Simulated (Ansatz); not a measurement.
**C3H3F: ionisation energy by level of theory**

The task here is to estimate one member of a computed series from the others.

Computed with Ansatz 0.2.0, Gaussian basis. Level: unrestricted cation, the program's frozen cores in correlated methods.

The runs, in order: UKS PBE-D4/def2-TZVPP; UKS r2SCAN-D4/def2-TZVPP; UKS PBE0-D4/def2-TZVPP; UKS B3LYP-D4/def2-TZVPP; UKS wB97X-V/def2-TZVPP; UKS wB97M-V/def2-TZVPP; UKS B2PLYP/def2-TZVPP; UHF-CCSD(T)/def2-TZVPP; UHF-MP2/def2-QZVPP; extrapolation to the limit; then −ε(HOMO) from the neutral's earlier runs with LDA (SPW92), PBE-D4, revPBE-D4, BLYP-D4, r2SCAN-D4, B97M-V, PBE0-D4, B3LYP-D4, r2SCANh-D4, r2SCAN0-D4, HSE06-D4, BHLYP-D4, CAM-B3LYP-D4, LC-ωPBE, ωB97X-V, ωB97M-V.

## Structure used throughout

All runs share one geometry, relaxed beforehand with PBE0-D4 in a triple-zeta def2 set.

SMILES `FC1C=C1`, 7 atoms, charge 0, spin multiplicity 1.

Atoms are counted from 1 here; the program's logs count them from 0.

Bond lengths: F1–C2 1.387 Å, C2–C3 1.459 Å, C2–C4 1.459 Å, C2–H5 1.087 Å, C3–C4 1.300 Å, C3–H6 1.077 Å, C4–H7 1.077 Å. Angles: F1–C2–C3 118.4°, F1–C2–C4 118.4°, F1–C2–H5 108.2°, C3–C2–C4 52.9°, C3–C2–H5 124.9°, C4–C2–H5 124.9°, C2–C3–C4 63.5°, C2–C3–H6 147.0°, C4–C3–H6 149.4°, C2–C4–C3 63.5°, C2–C4–H7 147.0°, C3–C4–H7 149.4°.

Geometry (Å):

```
atom    x (Å)    y (Å)    z (Å)
  F1  -1.5304  -0.9811   0.0107
  C2  -0.5189  -0.1493  -0.4461
  C3   0.1826   0.6869   0.5222
  C4   0.8301  -0.3472   0.0732
  H5  -0.7553   0.1452  -1.4653
  H6   0.1409   1.5433   1.1745
  H7   1.7122  -0.9658   0.0851
```

Set-up of the first run:

Input file in.yaml:

```yaml
crystal:
  periodic: [false, false, false]
  atoms:
    - {symbol: F, position_ang: [-1.530436, -0.981062, 0.010749]}
    - {symbol: C, position_ang: [-0.518892, -0.149288, -0.446066]}
    - {symbol: C, position_ang: [0.182627, 0.686855, 0.522154]}
    - {symbol: C, position_ang: [0.830144, -0.347150, 0.073235]}
    - {symbol: H, position_ang: [-0.755271, 0.145208, -1.465326]}
    - {symbol: H, position_ang: [0.140947, 1.543328, 1.174509]}
    - {symbol: H, position_ang: [1.712182, -0.965789, 0.085146]}
basis:
  gaussian: {orbitals: def2-TZVPP}
total_charge: 1
magnetization: {spin_polarized: true, initial_magnetization: 1}
hamiltonian: {xc: pbe, dispersion: d4}
```

Run with:

```bash
> ansatz run in.yaml --threads 2 --pin off --events-out ev --progress --plain --max-ram 4352MiB
```

Steps of the session up to this table: Cation, UKS PBE-D4/def2-TZVPP; Cation, UKS r2SCAN-D4/def2-TZVPP; Cation, UKS PBE0-D4/def2-TZVPP; Cation, UKS B3LYP-D4/def2-TZVPP; Cation, UKS wB97X-V/def2-TZVPP; Cation, UKS wB97M-V/def2-TZVPP; Cation, UKS B2PLYP (frozen core)/def2-TZVPP; Cation, UHF-CCSD(T)/def2-TZVPP; Cation, UHF-MP2/def2-QZVPP.

One table of the session follows, with a row left open; its other results are not shown here.

For comparison, −ε(HOMO) of the neutral from earlier runs:

```
  functional  −ε(HOMO) (eV)
 LDA (SPW92)           7.06
      PBE-D4           6.89
   revPBE-D4           6.83
     BLYP-D4           6.81
   r2SCAN-D4           7.19
      B97M-V           7.32
     PBE0-D4           8.43
    B3LYP-D4              ?
  r2SCANh-D4           7.76
  r2SCAN0-D4           8.62
    HSE06-D4           8.02
    BHLYP-D4           9.53
CAM-B3LYP-D4           9.87
     LC-ωPBE          11.20
     ωB97X-V          10.84
     ωB97M-V          10.74
```

Q: Estimate the row for B3LYP-D4 from the others.

Worked estimate for «−ε(HOMO) (eV)». Against the share of exact exchange, BLYP-D4 (0, 6.81), BHLYP-D4 (0.5, 9.53) give a slope of 5.44 per unit share; at 0.2 the line stands at 7.90.

The run gave: −ε(HOMO) (eV): 8.20. In «−ε(HOMO) (eV)» the line misses by -0.30.
